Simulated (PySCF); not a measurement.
Molfile (atoms numbered from 1):
```
C4H8F2
     RDKit          3D

 14 13  0  0  0  0  0  0  0  0999 V2000
    0.2195    1.3455   -0.5636 C   0  0  0  0  0  0  0  0  0  0  0  0
    0.3269   -0.1310   -0.2060 C   0  0  0  0  0  0  0  0  0  0  0  0
   -0.8745   -0.9370   -0.6833 C   0  0  0  0  0  0  0  0  0  0  0  0
    0.5282   -0.2970    1.2860 C   0  0  0  0  0  0  0  0  0  0  0  0
    0.6999   -1.6027    1.6010 F   0  0  0  0  0  0  0  0  0  0  0  0
   -0.5597    0.1430    1.9664 F   0  0  0  0  0  0  0  0  0  0  0  0
   -0.6728    1.7928   -0.0996 H   0  0  0  0  0  0  0  0  0  0  0  0
    1.0989    1.9148   -0.2229 H   0  0  0  0  0  0  0  0  0  0  0  0
    0.1379    1.4766   -1.6524 H   0  0  0  0  0  0  0  0  0  0  0  0
    1.2411   -0.5451   -0.6672 H   0  0  0  0  0  0  0  0  0  0  0  0
   -0.9869   -0.8545   -1.7742 H   0  0  0  0  0  0  0  0  0  0  0  0
   -1.7993   -0.5669   -0.2155 H   0  0  0  0  0  0  0  0  0  0  0  0
   -0.7652   -2.0002   -0.4271 H   0  0  0  0  0  0  0  0  0  0  0  0
    1.4061    0.2616    1.6597 H   0  0  0  0  0  0  0  0  0  0  0  0
  1  2  1  0
  2  3  1  0
  2  4  1  0
  4  5  1  0
  4  6  1  0
  1  7  1  0
  1  8  1  0
  1  9  1  0
  2 10  1  0
  3 11  1  0
  3 12  1  0
  3 13  1  0
  4 14  1  0
M  END
```

Relativity neglected, fast rotation and ring inversion assumed for equivalent nuclei, one computed conformer, no solvent model. B3LYP/pcJ-1 coupling constants (spin–dipole term only in couplings to heteroatoms); NMR shieldings at KT3/pcSseg-2/GIAO; PBE0-D3(BJ)/def2-SVP structure; PySCF 2.14.

Task: Predict the 2D correlation tables (HSQC, COSY, HMBC).

Result: 

HSQC (one-bond C–H):
```
                         δH            δC  1J(C,H) (Hz)
                 5.82 (H14)    124.2 (C4)           186
                 1.85 (H10)     38.4 (C2)           131
0.99 (H7/H8/H9/H11/H12/H13)  16.1 (C1/C3)           134
```

COSY cross peaks (|J| ≥ 2 Hz):
```
        δH                           δH  abs. J (Hz)  bonds
1.85 (H10)  0.99 (H7/H8/H9/H11/H12/H13)          7.8      3
```

HMBC (two and three bonds, |J| ≥ 2.5 Hz):
```
                         δH                                      δC [abs. J in Hz]
                 5.82 (H14)                    38.4 (C2) [6.0], 16.1 (C1/C3) [2.7]
                 1.85 (H10)                   124.2 (C4) [2.6], 16.1 (C1/C3) [3.9]
0.99 (H7/H8/H9/H11/H12/H13)  124.2 (C4) [5.5], 38.4 (C2) [3.4], 16.1 (C1/C3) [5.6]
```

References, each an isolated molecule treated in the same way: 1H (31.35 ppm), 13C (181.31 ppm) vs TMS.

Short H···H contacts in this conformer between protons four or more bonds apart (candidates for NOE cross peaks, intensity ∝ r⁻⁶): H8···H14 2.52 Å.

Common functionals overestimate the size of one-bond C–F couplings by tens of Hz; these are unscaled. Unscaled 3J(H,H) at this level run about 10 % above measured values. Shifts are as computed, not scaled to solution data. Of 1211 compounds with measured shifts, 218 miss one by over three times the rms of a fit or turn the order of signals round; such compounds aren't used in these exercises. 3J across rotatable bonds or in flexible rings reflects this conformer alone.
